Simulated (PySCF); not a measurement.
**Worked example for `[F][Al]([F])[Cl]` (AlClF2): homolysis of bond F1–Al2**

Optimised structure (Å), atoms numbered from 1:
```
F    -0.8986   -1.4333   -0.1767
Al   -0.0875   -0.0029   -0.2599
F    -0.8573    1.3181   -0.8709
Cl    1.8676    0.1301    0.3947
```

Computed at M06-2X/def2-TZVP // PBE0-D3(BJ)/def2-SVP with PySCF (density fitting, grid level 3). Thermal corrections: PBE0-D3(BJ)/def2-SVP frequencies, unscaled, ideal gas at 298.15 K and 1 bar, quasi-RRHO entropy.

Step: `[F][Al]([F])[Cl]` → F• + `[F][Al][Cl]`.

```
         species  charge  multiplicity       E / Eh
[F][Al]([F])[Cl]       0             1  -902.557628
              F•       0             2   -99.733733
     [F][Al][Cl]       0             2  -802.581103
```

Thermal terms, products less reactant: Δ(H − E) = -5.27 kJ/mol, Δ(G − E) = -48.55 kJ/mol. 1 Eh = 2625.50 kJ/mol.

Problem. What are ΔE, ΔH and ΔG of this step?

Solution. ΔE = 0.242792 Eh = 637.45 kJ/mol; ΔH = 632.2 kJ/mol; ΔG = 588.9 kJ/mol, all in the gas phase at 298.15 K and 1 bar. The digits show the arithmetic; the method itself can be off by 10 kJ/mol or more.

Note: spin-orbit coupling is left out of the energies, which matters for open shells on the heavier atoms.
